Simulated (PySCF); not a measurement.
C4H4S, SMILES c1ccsc1 (connectivity only; charge and spin as stated), charge +1, multiplicity 2. Atoms are numbered in the order given.

```xyz
9

C      0.0000     0.6907     1.3203
C      0.0000    -0.6907     1.3203
C      0.0000    -1.2203    -0.0038
S      0.0000     0.0000    -1.2285
C      0.0000     1.2203    -0.0038
H      0.0000     1.3252     2.2085
H      0.0000    -1.3252     2.2085
H      0.0000    -2.2789    -0.2798
H      0.0000     2.2789    -0.2798
```
Charge +1, spin multiplicity 2.

Geometry optimised at B3LYP-D3(BJ)/def2-SVP. The multiplicity is an assumed one; no other spin state was optimised.

These are PBE/pcH-1 run with PySCF values and carry that method's errors.

Unrestricted Kohn–Sham, ⟨S²⟩ = 0.760. Hyperfine tensors hold the contact and dipolar terms, without spin-orbit corrections.

Computed hyperfine couplings:
```tsv
nucleus	A(iso) (MHz)	A(iso) (G)	dipolar principal values (MHz)
13C no. 1	-7.8	-2.8	-7.4, -6.2, 13.6
13C no. 2	-7.8	-2.8	-7.4, -6.2, 13.6
13C no. 3	41.6	14.8	-43.1, -42.2, 85.4
33S no. 4	-1.1	-0.4	-9.5, 4.2, 5.2
13C no. 5	41.6	14.8	-43.1, -42.2, 85.4
1H no. 6	-7.4	-2.6	-5.5, -3.3, 8.8
1H no. 7	-7.4	-2.6	-5.5, -3.3, 8.8
1H no. 8	-35.6	-12.7	-19.7, -3.0, 22.6
1H no. 9	-35.6	-12.7	-19.7, -3.0, 22.6
```
